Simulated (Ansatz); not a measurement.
in.yaml

```yaml
crystal:
  periodic: [false, false, false]
  atoms:
    - {symbol: B, position_ang: [0.000000, 0.000000, 0.342940]}
    - {symbol: H, position_ang: [0.000000, 0.000000, -1.865060]}
    - {symbol: H, position_ang: [0.000000, 0.000000, 1.522121]}
basis:
  gaussian: {orbitals: pcseg-2}
total_charge: 1
magnetization: {spin_polarized: false}
correlation: {method: bccd, electrons: outside_noble_gas}
output: {forces: true}
```

```sh
$ ansatz run in.yaml --threads 1 --pin off --events-out ev --progress --plain --max-ram 2393MiB
```

Question: Roughly how long does this take on 1 thread of Arm Neoverse V2, shared host, and how much host memory?

Answer: 1.1 s wall and 0.18 GiB.

```
328 factors; integrals over basis functions are off by at most 1.7e-3 eV
mean field evaluation 1: about -688.4725 eV, gradient 8.3e0 eV
mean field evaluation 2: about -688.4692 eV, gradient 8.2e0 eV
mean field evaluation 4: about -688.9713 eV, gradient 5.0e-1 eV
mean field evaluation 8: about -688.9726 eV, gradient 3.8e-4 eV
mean field evaluation 16: about -688.9726 eV, gradient 2.9e-6 eV
mean field -688.97258522 eV, -25.3192755045 hartree, gradient 2.9e-6 eV, S^2 0.000000; 0 other end points of the search recorded, 0 dependent functions left out; unrestricted orbitals would lower it
1 core orbitals not correlated: weight in the atoms' cores, before any rotation towards them, 1.000 or more for the frozen orbitals, at most 0.000 for the correlated occupied ones
reference -688.97258522 eV, -25.3192755045 hartree; 2, 2 occupied and 55, 55 virtual orbitals, 328 factors
second order -2.13679555 eV of doubles, -0.00000000 eV of singles
cycle   1  -2.56524531 eV  change   -4.3e-1 eV  update   7.7e-2
cycle   2  -2.89689258 eV  change   -3.3e-1 eV  update   4.1e-2
cycle   3  -2.91833656 eV  change   -2.1e-2 eV  update   1.5e-2
cycle   4  -2.91592991 eV  change    2.4e-3 eV  update   5.6e-3
cycle   5  -2.92052020 eV  change   -4.6e-3 eV  update   1.8e-3
cycle   6  -2.91983176 eV  change    6.9e-4 eV  update   4.1e-4
cycle   7  -2.91978193 eV  change    5.0e-5 eV  update   1.1e-4
cycle   8  -2.91989364 eV  change   -1.1e-4 eV  update   4.5e-5
cycle   9  -2.91990444 eV  change   -1.1e-5 eV  update   1.8e-5
cycle  10  -2.91988404 eV  change    2.0e-5 eV  update   4.6e-6
cycle  11  -2.91988404 eV  change   -2.2e-9 eV  update   1.1e-6
the calculation of the forces begins
Total energy: -691.89246926 eV, -25.4265792638 hartree
Atom 0 at     0.000000     0.000000     0.342940 Å, force    -0.000000    -0.000000    -3.175147 eV/Å
Atom 1 at     0.000000     0.000000    -1.865060 Å, force    -0.000000    -0.000000     2.979038 eV/Å
Atom 2 at     0.000000     0.000000     1.522121 Å, force     0.000000     0.000000     0.196109 eV/Å
Dipole moment:     0.000000     0.000000    -0.112390 e Å
```

Forces (eV/Å):
```
B    0.000  0.000 -3.175
H    0.000  0.000  2.979
H    0.000  0.000  0.196
```
